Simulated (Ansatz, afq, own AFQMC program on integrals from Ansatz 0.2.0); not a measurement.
# B₂SiH (quartet): quantum Monte Carlo beside coupled cluster at distance B2–Si3 = 2.712 Å, cc-pVDZ

Aim: compute B₂SiH (quartet) with auxiliary-field quantum Monte Carlo on the same integrals as coupled cluster, and set the energies side by side.

Computed with Ansatz 0.2.0, Gaussian basis, and an in-house AFQMC program (afq) on its integrals; all values are calculated. Level: cc-pVDZ, frozen cores.

Plan: PBE (unrestricted); r2SCAN (unrestricted); PBE0 (unrestricted); B3LYP (unrestricted); wB97M-V (unrestricted); B2PLYP (unrestricted); CCSD(T) on UHF; CCSDT(Q) on UHF; Phaseless AFQMC, CISD trial on UHF; Phaseless AFQMC, single-determinant trial on UHF.

### Step 1. The geometry

The geometry derives from a PBE0/def2-TZVP stationary point (not a proven minimum). One bond is set to the value named and the two fragments are kept rigid.

4 atoms, charge 0, spin multiplicity 4.

Atoms are counted from 1 here; the program's logs count them from 0.

Bond lengths: B1–B2 1.579 Å, B2–H4 1.210 Å. Angles: B1–B2–H4 115.9°.

### Step 2. PBE (unrestricted)

in.yaml reads:

```yaml
crystal:
  periodic: [false, false, false]
  atoms:
    - {symbol: B, position_ang: [0.000000, -0.286814, 2.535229]}
    - {symbol: B, position_ang: [0.000000, 0.499536, 1.165426]}
    - {symbol: Si, position_ang: [0.000000, -0.143130, -1.469327]}
    - {symbol: H, position_ang: [0.000000, 1.706576, 1.249083]}
basis:
  gaussian: {orbitals: cc-pVDZ}
magnetization: {spin_polarized: true, initial_magnetization: 3}
hamiltonian: {xc: {name: PBE}}
output: {orbitals: {seedname: orbitals}}
```

Command:

```console
> ansatz run in.yaml --threads 1 --pin off --events-out ev --progress --plain --max-ram 1382MiB
```

Log:

```text
Functional definition: PBE
  name "PBE"
  cite "Perdew, Burke & Ernzerhof, Phys. Rev. Lett. 77, 3865 (1996) doi:10.1103/PhysRevLett.77.3865"
  parent pbe
  parameter kappa = 0.804
  parameter beta = 0.06672455060314922
  exchange = pbe_x(kappa = kappa, mu = beta*pi^2/3)
  correlation = pbe_c(beta = beta)
604 factors; their error is unknown
mean field evaluation 1: about -9219.2811 eV, gradient 3.0e1 eV
mean field evaluation 2: about -9069.4246 eV, gradient 9.5e1 eV
mean field evaluation 4: about -9231.6005 eV, gradient 4.5e0 eV
mean field evaluation 8: about -9231.9075 eV, gradient 1.7e-1 eV
mean field evaluation 16: about -9231.8778 eV, gradient 5.2e-4 eV
mean field evaluation 32: about -9228.0427 eV, gradient 1.3e1 eV
mean field evaluation 64: about -9231.8530 eV, gradient 4.9e-3 eV
mean field evaluation 96: about -9231.8183 eV, gradient 1.9e0 eV
mean field evaluation 128: about -9231.8530 eV, gradient 4.9e-3 eV
mean field -9231.87783057 eV, -339.2652526820 hartree, gradient 6.0e-6 eV, S^2 3.757437; 11 other end points of the search recorded, 0 dependent functions left out
reference -9231.87786469 eV, -339.2652539360 hartree; 14, 11 occupied and 37, 40 virtual orbitals, 604 factors
Total energy: -9231.87786469 eV, -339.2652539360 hartree
```

Run time: 4.2 s. Hardware: 1 thread of Intel Xeon 6975P-C (Granite Rapids), shared host.

From the report: ⟨S²⟩ of the determinant 3.757 (pure quartet: 3.75).

### Step 3. r2SCAN (unrestricted)

Edit in.yaml of step 2 so:

```diff
@@ -10,3 +10,2 @@
 magnetization: {spin_polarized: true, initial_magnetization: 3}
-hamiltonian: {xc: {name: PBE}}
-output: {orbitals: {seedname: orbitals}}
+hamiltonian: {xc: {name: r2SCAN}}
```

Same command.

Log, cut to the lines that bear on the results:

```text
Functional definition: r2SCAN
  name "r2SCAN"
  cite "Furness, Kaplan, Ning, Perdew & Sun, J. Phys. Chem. Lett. 11, 8208 (2020) doi:10.1021/acs.jpclett.0c02405"
  cite "Furness, Kaplan, Ning, Perdew & Sun, J. Phys. Chem. Lett. 11, 9248 (2020) doi:10.1021/acs.jpclett.0c03077"
  parent r2scan
[...]
604 factors; their error is unknown
[...]
mean field -9236.48535767 eV, -339.4345761797 hartree, gradient 4.5e-6 eV, S^2 3.792876; 11 other end points of the search recorded, 0 dependent functions left out
reference -9236.48536896 eV, -339.4345765946 hartree; 14, 11 occupied and 37, 40 virtual orbitals, 604 factors
Total energy: -9236.48536896 eV, -339.4345765946 hartree
```

Wall time 10 s (1 thread of Intel Xeon 6975P-C (Granite Rapids), shared host).

From the report: ⟨S²⟩ of the determinant 3.793 (pure quartet: 3.75).

### Step 4. PBE0 (unrestricted)

Edit in.yaml of step 3 so:

```diff
@@ -10,2 +10,3 @@
 magnetization: {spin_polarized: true, initial_magnetization: 3}
-hamiltonian: {xc: {name: r2SCAN}}
+hamiltonian: {xc: {name: PBE0}}
+output: {orbitals: {seedname: orbitals}}
```

Same command.

Log, cut to the lines that bear on the results:

```text
Functional definition: PBE0
  name "PBE0"
  cite "Adamo & Barone, J. Chem. Phys. 110, 6158 (1999) doi:10.1063/1.478522"
  cite "Perdew, Burke & Ernzerhof, Phys. Rev. Lett. 77, 3865 (1996) doi:10.1103/PhysRevLett.77.3865"
  parent pbe
[...]
493 factors; integrals over basis functions are off by at most 1.4e-3 eV
[...]
mean field -9232.77642887 eV, -339.2982755603 hartree, gradient 5.8e-6 eV, S^2 3.764401; 6 other end points of the search recorded, 0 dependent functions left out
reference -9232.77645417 eV, -339.2982764900 hartree; 14, 11 occupied and 37, 40 virtual orbitals, 493 factors
Total energy: -9232.77645417 eV, -339.2982764900 hartree
```

Run time: 3.3 s. Hardware: 1 thread of Intel Xeon 6975P-C (Granite Rapids), shared host.

From the report: ⟨S²⟩ of the determinant 3.764 (pure quartet: 3.75).

### Step 5. B3LYP (unrestricted)

Edit in.yaml of step 4 so:

```diff
@@ -10,3 +10,2 @@
 magnetization: {spin_polarized: true, initial_magnetization: 3}
-hamiltonian: {xc: {name: PBE0}}
-output: {orbitals: {seedname: orbitals}}
+hamiltonian: {xc: {name: B3LYP}}
```

The command is unchanged.

Log, cut to the lines that bear on the results:

```text
Functional definition: B3LYP
  name "B3LYP"
  cite "Stephens, Devlin, Chabalowski & Frisch, J. Phys. Chem. 98, 11623 (1994) doi:10.1021/j100096a001"
  cite "Becke, Phys. Rev. A 38, 3098 (1988) doi:10.1103/PhysRevA.38.3098"
  cite "Lee, Yang & Parr, Phys. Rev. B 37, 785 (1988) doi:10.1103/PhysRevB.37.785"
  cite "Vosko, Wilk & Nusair, Can. J. Phys. 58, 1200 (1980) doi:10.1139/p80-159"
[...]
493 factors; integrals over basis functions are off by at most 1.4e-3 eV
[...]
mean field -9238.81079942 eV, -339.5200345877 hartree, gradient 3.8e-6 eV, S^2 3.759271; 10 other end points of the search recorded, 0 dependent functions left out
reference -9238.81101516 eV, -339.5200425160 hartree; 14, 11 occupied and 37, 40 virtual orbitals, 493 factors
Total energy: -9238.81101516 eV, -339.5200425160 hartree
```

Wall time 11 s (1 thread of Intel Xeon 6975P-C (Granite Rapids), shared host).

From the report: ⟨S²⟩ of the determinant 3.759 (pure quartet: 3.75).

### Step 6. wB97M-V (unrestricted)

Edit in.yaml of step 5 so:

```diff
@@ -10,2 +10,3 @@
 magnetization: {spin_polarized: true, initial_magnetization: 3}
-hamiltonian: {xc: {name: B3LYP}}
+hamiltonian: {xc: {name: wB97M-V}}
+output: {orbitals: {seedname: orbitals}}
```

Launched as before.

Log, cut to the lines that bear on the results:

```text
Functional definition: wB97M-V
  name "wB97M-V"
  cite "Mardirossian & Head-Gordon, J. Chem. Phys. 144, 214110 (2016) doi:10.1063/1.4952647"
  cite "Becke, J. Chem. Phys. 107, 8554 (1997) doi:10.1063/1.475007"
  cite "Vydrov & Van Voorhis, J. Chem. Phys. 133, 244103 (2010) doi:10.1063/1.3521275"
  # Of w^i u^j: cxij and so on, Table III.
[...]
  gx(w, u) = 1 - cx + cx01*u + cx10*w
  gss(w, u) = css00 + css04*u^4 + css10*w + css20*w^2 + css43*w^4*u^3
  gos(w, u) = cos00 + cos10*w + (cos20 + cos21*u)*w^2 + (cos60 + cos61*u)*w^6
[...]
      + integral(e_c_pw_mod_opposite_spin*gos(b97_w_opposite, b97_u_opposite)) + vv10(b, c)
493 factors; integrals over basis functions are off by at most 1.4e-3 eV
175 factors; integrals over basis functions are off by at most 1.3e-5 eV
[...]
mean field -9236.57461159 eV, -339.4378562008 hartree, gradient 3.5e-6 eV, S^2 3.756051; 6 other end points of the search recorded, 0 dependent functions left out
reference -9236.57464706 eV, -339.4378575042 hartree; 14, 11 occupied and 37, 40 virtual orbitals, 493 factors
Total energy: -9236.57464706 eV, -339.4378575042 hartree
```

Wall time 11 s (1 thread of Intel Xeon 6975P-C (Granite Rapids), shared host).

From the report: ⟨S²⟩ of the determinant 3.756 (pure quartet: 3.75).

### Step 7. B2PLYP (unrestricted)

Edit in.yaml of step 6 so:

```diff
@@ -10,3 +10,3 @@
 magnetization: {spin_polarized: true, initial_magnetization: 3}
-hamiltonian: {xc: {name: wB97M-V}}
-output: {orbitals: {seedname: orbitals}}
+hamiltonian: {xc: {name: B2PLYP}}
+correlation: {electrons: outside_noble_gas}
```

The command is unchanged.

Log, cut to the lines that bear on the results:

```text
Functional definition: B2PLYP
  name "B2PLYP"
  cite "Grimme, J. Chem. Phys. 124, 034108 (2006) doi:10.1063/1.2148954"
  cite "Becke, Phys. Rev. A 38, 3098 (1988) doi:10.1103/PhysRevA.38.3098"
  cite "Lee, Yang & Parr, Phys. Rev. B 37, 785 (1988) doi:10.1103/PhysRevB.37.785"
[...]
493 factors; integrals over basis functions are off by at most 1.4e-3 eV
[...]
mean field -9231.21011570 eV, -339.2407146130 hartree, gradient 3.8e-8 eV, S^2 3.762593; 8 other end points of the search recorded, 0 dependent functions left out
7 core orbitals not correlated: weight in the atoms' cores, before any rotation towards them, 1.000 or more for the frozen orbitals, at most 0.000 for the correlated occupied ones
reference -9231.21025311 eV, -339.2407196627 hartree; 7, 4 occupied and 37, 40 virtual orbitals, 493 factors
second order -6.38457472 eV of doubles, -0.00000000 eV of singles
Total energy: -9232.93408828 eV, -339.3040694369 hartree
```

It took 4.8 s on 1 thread of Intel Xeon 6975P-C (Granite Rapids), shared host.

From the report: ⟨S²⟩ of the determinant 3.763 (pure quartet: 3.75).

### Step 8. CCSD(T) on UHF

Edit in.yaml of step 7 so:

```diff
@@ -10,3 +10,2 @@
 magnetization: {spin_polarized: true, initial_magnetization: 3}
-hamiltonian: {xc: {name: B2PLYP}}
-correlation: {electrons: outside_noble_gas}
+correlation: {method: ccsd_t, electrons: outside_noble_gas, hamiltonian_folder: ham}
```

The command is unchanged.

Log, cut to the lines that bear on the results:

```text
Functional definition: HF
  name "HF"
  cite "Fock, Z. Phys. 61, 126 (1930) doi:10.1007/BF01340294"
  parent pbe
[...]
493 factors; integrals over basis functions are off by at most 1.4e-3 eV
[...]
mean field -9214.68906850 eV, -338.6335773268 hartree, gradient 1.6e-7 eV, S^2 3.937983; 38 other end points of the search recorded, 0 dependent functions left out
determinant -9214.68906850 eV, -338.6335773268 hartree, with singles and doubles -9220.66276617 eV, -338.8531066672 hartree
determinant -9214.66749341 eV, -338.6327844570 hartree, with singles and doubles -9220.68862050 eV, -338.8540567961 hartree
determinant -9214.63052353 eV, -338.6314258388 hartree, with singles and doubles -9220.63761109 eV, -338.8521822350 hartree
determinant -9214.08303387 eV, -338.6113059650 hartree, with singles and doubles -9219.38845052 eV, -338.8062764306 hartree
[...]
determinant -9211.33105107 eV, -338.5101724624 hartree, with singles and doubles -9217.88337770 eV, -338.7509660247 hartree
determinant -9214.68906850 eV, -338.6335773268 hartree, with singles and doubles -9220.67367792 eV, -338.8535076666 hartree
determinant -9214.66749341 eV, -338.6327844570 hartree, with singles and doubles -9220.69234504 eV, -338.8541936704 hartree
determinant -9214.63052353 eV, -338.6314258388 hartree, with singles and doubles -9220.64957468 eV, -338.8526218886 hartree
7 core orbitals not correlated: weight in the atoms' cores, before any rotation towards them, 1.000 or more for the frozen orbitals, at most 0.000 for the correlated occupied ones
reference -9214.66749341 eV, -338.6327844570 hartree; 7, 4 occupied and 37, 40 virtual orbitals, 493 factors
second order -4.65836231 eV of doubles, -0.00000000 eV of singles
cycle   1  -6.02485137 eV  change    2.6e-7 eV  update   3.9e-6
perturbative correction -0.27932381 eV, -0.0102649606 hartree
Total energy: -9220.97166859 eV, -338.8644586216 hartree
```

It took 16 s on 1 thread of Intel Xeon 6975P-C (Granite Rapids), shared host.

From the report: ⟨S²⟩ of the determinant 3.826 (pure quartet: 3.75); correlation -6.3042 eV; T1 0.044; largest double amplitude 0.09.

This run also writes the integrals to the folder ham.

### Step 9. CCSDT(Q) on UHF

Edit in.yaml of step 8 so:

```diff
@@ -10,2 +10,2 @@
 magnetization: {spin_polarized: true, initial_magnetization: 3}
-correlation: {method: ccsd_t, electrons: outside_noble_gas, hamiltonian_folder: ham}
+correlation: {method: ccsdt_q, electrons: outside_noble_gas}
```

The command is unchanged.

Log, cut to the lines that bear on the results:

```text
Functional definition: HF
  name "HF"
  cite "Fock, Z. Phys. 61, 126 (1930) doi:10.1007/BF01340294"
  parent pbe
[...]
953 factors; integrals over basis functions are off by at most 2.0e-7 eV
[...]
mean field -9214.68908573 eV, -338.6335779599 hartree, gradient 1.7e-7 eV, S^2 3.937990; 38 other end points of the search recorded, 0 dependent functions left out
determinant -9214.68908573 eV, -338.6335779599 hartree, with singles and doubles -9220.66278416 eV, -338.8531073281 hartree
determinant -9214.66750819 eV, -338.6327849998 hartree, with singles and doubles -9220.68863944 eV, -338.8540574920 hartree
determinant -9214.63053962 eV, -338.6314264300 hartree, with singles and doubles -9220.63762812 eV, -338.8521828609 hartree
determinant -9214.08305347 eV, -338.6113066853 hartree, with singles and doubles -9219.38846813 eV, -338.8062770779 hartree
[...]
determinant -9214.68908573 eV, -338.6335779599 hartree, with singles and doubles -9220.67369615 eV, -338.8535083362 hartree
determinant -9214.66750819 eV, -338.6327849998 hartree, with singles and doubles -9220.69236349 eV, -338.8541943486 hartree
determinant -9214.63053962 eV, -338.6314264300 hartree, with singles and doubles -9220.64959233 eV, -338.8526225373 hartree
7 core orbitals not correlated: weight in the atoms' cores, before any rotation towards them, 1.000 or more for the frozen orbitals, at most 0.000 for the correlated occupied ones
reference -9214.66750819 eV, -338.6327849998 hartree; 7, 4 occupied and 37, 40 virtual orbitals, 953 factors
second order -4.65839039 eV of doubles, -0.00000000 eV of singles
cycle   1  -5.48133429 eV  change   -8.2e-1 eV  update   1.1e-1
[...]
cycle  35  -6.38681508 eV  change    6.0e-7 eV  update   1.2e-6
perturbative correction -0.02674552 eV, -0.0009828796 hartree
Total energy: -9221.08106878 eV, -338.8684790044 hartree
```

Run time: 50 s. Hardware: 1 thread of Intel Xeon 6975P-C (Granite Rapids), shared host; peak memory 0.46 GiB.

From the report: ⟨S²⟩ of the determinant 3.826 (pure quartet: 3.75); correlation -6.4136 eV; T1 0.050; largest double amplitude 0.12.

### Step 10. Phaseless AFQMC, CISD trial on UHF

It reads the integrals that the CCSD(T) run on this determinant wrote.

Command:

```console
> afq ham --method phaseless --trial cisd --walkers 60 --populations 1 --least-time 40 --time-step 0.005 --steps-per-block 50 --equilibration-blocks 40 --max-blocks 300 --target-error 0.0008 --factor-cut 1e-05 --start spin_pure --seed 4210 --release-times 0.24,0.51,0.99,1.62,2.4 --release-step 0.03 --release-every 4 --taylor-order 6
```

Log:

```text
orbitals 44  electrons 7 4  factors 335 of 493
reference energy -338.63278446 Eh
CCSD correlation -0.22140907 Eh in 18 cycles, weight of the determinant in the CISD state 0.8023
energy of the start -338.850357 Eh
 block  time / (1/Eh)  mean weight  energy / Eh
     1     0.250  1.0007  -338.848083
     2     0.500  0.9986  -338.848305
     3     0.750  0.9982  -338.850079
     4     1.000  0.9992  -338.856017
     5     1.250  0.9993  -338.854895
     6     1.500  0.9993  -338.856206
     7     1.750  0.9998  -338.855216
     8     2.000  0.9987  -338.859502
     9     2.250  1.0012  -338.858885
    10     2.500  1.0003  -338.859123
    11     2.750  1.0008  -338.857528
    16     4.000  0.9989  -338.867774
    21     5.250  0.9989  -338.866026
    26     6.500  0.9996  -338.865009
    31     7.750  0.9986  -338.862793
    36     9.000  1.0008  -338.867600
    41    10.250  0.9980  -338.857396
    46    11.500  0.9978  -338.857447
    51    12.750  1.0014  -338.864545
    56    14.000  1.0030  -338.863765
    61    15.250  0.9996  -338.873228
    66    16.500  1.0002  -338.867175
    71    17.750  0.9993  -338.868375
    76    19.000  0.9999  -338.868113
    81    20.250  1.0000  -338.869580
    86    21.500  1.0021  -338.884195
    91    22.750  1.0000  -338.868507
    96    24.000  0.9994  -338.871411
   101    25.250  1.0015  -338.864696
   106    26.500  1.0002  -338.869311
   111    27.750  0.9988  -338.859353
   116    29.000  1.0004  -338.868304
   121    30.250  0.9988  -338.861351
   126    31.500  1.0019  -338.862057
   131    32.750  1.0001  -338.860947
   136    34.000  0.9954  -338.874274
   141    35.250  1.0008  -338.863988
   146    36.500  1.0015  -338.865748
   151    37.750  0.9992  -338.859920
   156    39.000  1.0009  -338.861578
   161    40.250  1.0010  -338.859105
   166    41.500  1.0017  -338.862955
   171    42.750  0.9988  -338.871607
   176    44.000  1.0016  -338.858925
   181    45.250  0.9985  -338.868653
   186    46.500  1.0011  -338.871123
   191    47.750  1.0008  -338.876559
   196    49.000  0.9987  -338.865557
blocks merged  error / Eh  count
     1  0.000416  160
     2  0.000518  80
     4  0.000658  40
     8  0.000762  20
    16  0.000870  10
released: time / (1/Eh)  energy / Eh  error  mean overlap
  0.24  -338.866076  0.000791  0.9893
  0.51  -338.866813  0.000825  0.9962
  0.99  -338.867639  0.000869  0.9778
  1.62  -338.868859  0.001382  0.9558
  2.40  -338.867302  0.001579  0.9766
energy -338.865740 +/- 0.000762 Eh
```

It took 4.2 min on 1 thread of Intel Xeon 6975P-C (Granite Rapids), shared host.

Energy -9221.0065 ± 0.0207 eV. Caveats: constraint bias not in the error.

### Step 11. Phaseless AFQMC, single-determinant trial on UHF

It reads the integrals that the CCSD(T) run on this determinant wrote.

Command:

```console
> afq ham --method phaseless --trial hf --walkers 120 --populations 1 --least-time 40 --time-step 0.005 --steps-per-block 20 --equilibration-blocks 160 --max-blocks 600 --target-error 0.0024000000000000002 --factor-cut 1e-05 --start spin_pure --seed 3031 --taylor-order 6
```

Log:

```text
orbitals 44  electrons 7 4  factors 335 of 493
reference energy -338.63278446 Eh
CCSD correlation -0.22140907 Eh in 18 cycles, weight of the determinant in the CISD state 0.8023
energy of the start -338.634181 Eh
 block  time / (1/Eh)  mean weight  energy / Eh
     1     0.100  0.9996  -338.665202
     2     0.200  1.0012  -338.692155
     3     0.300  1.0007  -338.713884
     4     0.400  1.0023  -338.731353
     5     0.500  0.9999  -338.756979
     6     0.600  1.0018  -338.771926
     7     0.700  0.9996  -338.788005
     8     0.800  1.0022  -338.795642
     9     0.900  1.0003  -338.799159
    10     1.000  1.0005  -338.800274
    15     1.500  1.0010  -338.824348
    29     2.900  1.0014  -338.860252
    43     4.300  1.0000  -338.854024
    57     5.700  1.0007  -338.856524
    71     7.100  0.9990  -338.841663
    85     8.500  0.9998  -338.864351
    99     9.900  1.0012  -338.880120
   113    11.300  0.9991  -338.833427
   127    12.700  1.0001  -338.853076
   141    14.100  0.9998  -338.860428
   155    15.500  0.9999  -338.877171
   169    16.900  0.9990  -338.854507
   183    18.300  0.9995  -338.863142
   197    19.700  0.9990  -338.883768
   211    21.100  0.9986  -338.865678
   225    22.500  1.0003  -338.867350
   239    23.900  0.9988  -338.858670
   253    25.300  0.9988  -338.848455
   267    26.700  1.0014  -338.870376
   281    28.100  1.0013  -338.894932
   295    29.500  1.0013  -338.879327
   309    30.900  1.0013  -338.855677
   323    32.300  0.9998  -338.857880
   337    33.700  0.9989  -338.849361
   351    35.100  1.0013  -338.881194
   365    36.500  1.0003  -338.872185
   379    37.900  0.9997  -338.842414
   393    39.300  0.9986  -338.837789
   407    40.700  0.9991  -338.842071
   421    42.100  0.9992  -338.835615
   435    43.500  1.0009  -338.854100
   449    44.900  1.0002  -338.852445
   463    46.300  0.9990  -338.855256
   477    47.700  1.0000  -338.828323
   491    49.100  0.9996  -338.861367
   505    50.500  1.0013  -338.874006
   519    51.900  1.0023  -338.861530
   533    53.300  1.0015  -338.851745
   547    54.700  1.0004  -338.843444
blocks merged  error / Eh  count
     1  0.000751  400
     2  0.001008  200
     4  0.001345  100
     8  0.001780  50
    16  0.002185  25
    32  0.003002  12
energy -338.860468 +/- 0.002185 Eh
```

Wall time 3 min (1 thread of Intel Xeon 6975P-C (Granite Rapids), shared host).

Energy -9220.8631 ± 0.0595 eV. The run doesn't count as converged. Caveats: constraint bias not in the error; halves of the run differ. The error still grows with block length (0.0484 to 0.0817 eV), so the bar may be too small.

### Step 12. All levels side by side

On the UHF determinant, counted from CCSDT(Q) (a yardstick, not exact):

```
                                              level  energy (eV)  from CCSDT(Q) (kcal/mol)  statistical error (kcal/mol)     time
                                                 HF   -9214.6675                   +147.90                                       
                                                MP2   -9219.3259                    +40.48                                       
                                               CCSD   -9220.6923                     +8.96                                       
                                            CCSD(T)   -9220.9717                     +2.52                                       
                                           CCSDT(Q)   -9221.0811                      0.00                                       
Phaseless AFQMC, CISD trial, step 0.005, 60 walkers   -9221.0065                     +1.72                          0.48  4.2 min
```

The functionals' totals stand on their own zeros and serve differences with other points: PBE -9231.878 eV; r2SCAN -9236.485 eV; PBE0 -9232.776 eV; B3LYP -9238.811 eV; wB97M-V -9236.575 eV; B2PLYP -9232.934 eV.

### Step 13. Results

| quantity | value |
| --- | --- |
| CCSD(T) on UHF from CCSDT(Q) | +2.52 kcal/mol |
| Phaseless AFQMC, CISD trial on UHF from CCSDT(Q) | +1.72 ± 0.48 kcal/mol |

What this shows: On UHF the phaseless walk with the CISD trial lies +1.72 kcal/mol from CCSDT(Q), 4 times its error bar. Error bars are statistical and leave out the constraint, the time step and what remains of the start.
